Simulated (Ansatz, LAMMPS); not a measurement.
**Ladder of methods for the lattice parameter c of wurtzite CdS**

Reference value: 6.714 Å (measured, temperature not stated, no zero-point or thermal correction; as tabulated in Biswas et al. (2022), arXiv:2106.08875).

Put these levels in order of the lattice parameter c that they give for wurtzite CdS, smallest first: HSE06 (Ansatz, a program for electronic structure), LDA (Ansatz), ionic model grunwald2012 (rigid ions, LAMMPS).

ionic model grunwald2012 (6.592 Å), LDA (6.639 Å), HSE06 (6.775 Å)

Differences against the reference: ionic model grunwald2012 -1.82 %, LDA -1.12 %, HSE06 +0.91 %.

The measured value isn't corrected to a static lattice, so vibrations enter the comparison. A static lattice is as a rule a little smaller than the measured one.  Cutoffs and k meshes differ between the levels. Ansatz's density-functional and Hartree–Fock values are scalar-relativistic unless marked +SOC, with PAW data made under PBE.

Empirical potentials (ionic model grunwald2012) are fitted to chosen data, which need not cover the solid at hand: agreement can be built in, and what lay outside the fit can be far off.

Differences are worked out from the printed values.
